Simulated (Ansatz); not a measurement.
Basis-set extrapolation for `CN=C=CCl` (PBE0-D4/def2-TZVP geometry, frozen core, Ansatz). Multiplicity 1, RHF reference.

```json
{"": "HF", "def2-TZVPP": "-629.890923", "def2-QZVPP": "-629.911249"}
{"": "MP2 correlation", "def2-TZVPP": "-0.865613", "def2-QZVPP": "-0.929276"}
{"": "CCSD(T) correlation", "def2-TZVPP": "-0.944971", "def2-QZVPP": "not run"}
```

Energies in hartree. Use E(X) = E(∞) + A·exp(−7.88·√X) for Hartree–Fock and E(X) = E(∞) + B·X^(−2.97) for correlation, with X = 3 and 4, and add CCSD(T) minus MP2 of the smaller set to the MP2 limit.

Question: What is the CCSD(T) energy at the basis-set limit?

Answer: HF limit: -629.911249 + (-0.020326) × 0.13774 = -629.91405. MP2 limit: -0.929276 + (-0.063663) × 0.74074 = -0.97643. Higher-order term: -0.944971 − (-0.865613) = -0.07936. Total: -630.96984 hartree, 351.7 kJ/mol below CCSD(T)/def2-TZVPP.
